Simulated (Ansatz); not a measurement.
Input file:

```yaml
crystal:
  periodic: [false, false, false]
  atoms:
    - {symbol: Al, position_ang: [0.000000, 0.000000, 0.000000]}
    - {symbol: As, position_ang: [0.000000, 0.000000, 3.166000]}
basis:
  gaussian: {orbitals: cc-pVDZ}
total_charge: 1
magnetization: {spin_polarized: false, initial_magnetization: 3}
correlation: {active_space: {ras: {orbitals: [2, 3, 21], electrons: 7, max_holes: 3, max_particles: 3}, fixed_orbitals: true}}
scf: {lower_state_search: off}
```

```sh
$ ansatz run in.yaml --threads 1 --pin off --events-out ev --progress --plain --max-ram 2393MiB
```

The program prints:

```
these checks for a lower state are left out or cut short: stability, starts, cluster_reference, orbital_swaps, neighbouring_geometries, increment
511 factors; integrals over basis functions are off by at most 7.5e-4 eV
mean field evaluation 1: about -67370.1113 eV, gradient 8.4e0 eV
mean field evaluation 2: about -67370.1130 eV, gradient 8.4e0 eV
mean field evaluation 4: about -67371.0228 eV, gradient 1.2e0 eV
mean field evaluation 8: about -67371.0560 eV, gradient 2.2e-3 eV
mean field -67371.05599260 eV, -2475.8406419862 hartree, gradient 2.8e-6 eV, S^2 3.750000; 0 other end points of the search recorded, 0 dependent functions left out
reference -67371.05599260 eV, -2475.8406419862 hartree; 24, 21 occupied and 21, 24 virtual orbitals, 511 factors
state -67374.14349010 eV, -2475.9541054265 hartree
Total energy: -67374.14349010 eV, -2475.9541054265 hartree
Checks for a lower state left out: stability, starts, cluster_reference, orbital_swaps, neighbouring_geometries, increment
```

Ran on 1 thread of Arm Neoverse V2, shared host: 8 s wall, 0.19 GiB peak host memory.
